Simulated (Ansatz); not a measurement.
We consider bcc Ta, described by PBE (Ansatz, a quantum-chemistry and plane-wave program, plane waves, PAW).

Numerical settings: plane-wave cutoff 500 eV, 30×30×30 k mesh, Fermi–Dirac smearing 0.1 eV, scalar-relativistic PAW data made under PBE.

Computed at the level's own relaxed cell.

### Question
What does this level give for the equilibrium volume per atom and lattice parameter a?

### Answer

* **equilibrium volume per atom**: 18.30 Å³/atom
* **lattice parameter a**: 3.320 Å

Measured, for comparison: equilibrium volume per atom 17.95 Å³/atom, lattice constant a 3.299 Å (static lattice: zero-point anharmonic expansion removed; as tabulated in Mejia-Rodriguez and Trickey (2018), arXiv:1807.09216). Computed (rounded) less measured: equilibrium volume per atom +1.9 %, lattice constant a +0.6 %.

Spin–orbit coupling is not included.

The computed numbers hold no vibrational or temperature effects.
